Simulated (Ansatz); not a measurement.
The input, for Ansatz 0.2.0:

```yaml
crystal:
  periodic: [false, false, false]
  atoms:
    - {symbol: H, position_ang: [-2.124160, 0.059434, 0.000000]}
    - {symbol: H, position_ang: [-0.928160, 0.059434, 0.000000]}
    - {symbol: N, position_ang: [0.186840, 0.059434, 0.000000]}
    - {symbol: H, position_ang: [0.455922, -0.944792, 0.000000]}
basis:
  gaussian: {orbitals: cc-pVDZ}
magnetization: {spin_polarized: true, initial_magnetization: 2}
correlation: {method: ccsdtq, electrons: outside_noble_gas}
```

```sh
$ ansatz run in.yaml --threads 2 --pin off --events-out ev --progress --plain --max-ram 34560MiB --backend cuda --devices 0, --max-vram 37GiB
```

Log:

```
497 factors; integrals over basis functions are off by at most 2.3e-7 eV
mean field evaluation 1: about -1524.0703 eV, gradient 1.1e1 eV
mean field evaluation 2: about -1524.0703 eV, gradient 1.1e1 eV
mean field evaluation 4: about -1525.0342 eV, gradient 2.2e0 eV
mean field evaluation 8: about -1525.1214 eV, gradient 2.4e-1 eV
mean field evaluation 16: about -1525.0984 eV, gradient 8.1e-1 eV
mean field evaluation 32: about -1522.6316 eV, gradient 6.1e-4 eV
mean field -1525.12364264 eV, -56.0472601013 hartree, gradient 2.8e-6 eV, S^2 2.033763; 1 other end points of the search recorded, 0 dependent functions left out
determinant -1525.12364264 eV, -56.0472601013 hartree, with singles and doubles -1529.80892938 eV, -56.2194412130 hartree
determinant -1522.63163360 eV, -55.9556804578 hartree, with singles and doubles -1527.29523731 eV, -56.1270647332 hartree
1 core orbitals not correlated: weight in the atoms' cores, before any rotation towards them, 1.000 or more for the frozen orbitals, at most 0.000 for the correlated occupied ones
reference -1525.12364264 eV, -56.0472601013 hartree; 5, 3 occupied and 23, 25 virtual orbitals, 497 factors
second order -4.06311769 eV of doubles, -0.00000000 eV of singles
cycle   1  -4.48109784 eV  change   -4.2e-1 eV  update   5.1e-2
cycle   2  -4.75125497 eV  change   -2.7e-1 eV  update   2.4e-2
cycle   3  -4.79525362 eV  change   -4.4e-2 eV  update   1.3e-2
cycle   4  -4.78886999 eV  change    6.4e-3 eV  update   6.6e-3
cycle   5  -4.79460871 eV  change   -5.7e-3 eV  update   4.0e-3
cycle   6  -4.79683093 eV  change   -2.2e-3 eV  update   2.1e-3
cycle   7  -4.79667118 eV  change    1.6e-4 eV  update   9.3e-4
cycle   8  -4.79703609 eV  change   -3.6e-4 eV  update   4.8e-4
cycle   9  -4.79710198 eV  change   -6.6e-5 eV  update   1.8e-4
cycle  10  -4.79693668 eV  change    1.7e-4 eV  update   9.7e-5
cycle  11  -4.79696901 eV  change   -3.2e-5 eV  update   4.6e-5
cycle  12  -4.79697520 eV  change   -6.2e-6 eV  update   1.8e-5
cycle  13  -4.79699020 eV  change   -1.5e-5 eV  update   1.0e-5
cycle  14  -4.79699560 eV  change   -5.4e-6 eV  update   4.5e-6
cycle  15  -4.79699577 eV  change   -1.8e-7 eV  update   2.6e-6
cycle  16  -4.79699644 eV  change   -6.7e-7 eV  update   2.1e-6
cycle  17  -4.79699659 eV  change   -1.5e-7 eV  update   8.1e-7
Total energy: -1529.92063923 eV, -56.2235464743 hartree
```

For the same geometry and basis full CI lies 0.6 meV higher.

Ran on 2 threads of AMD EPYC 7R13 with a shared H100 80 GB, shared host: 13 s wall, 0.86 GiB peak host memory.
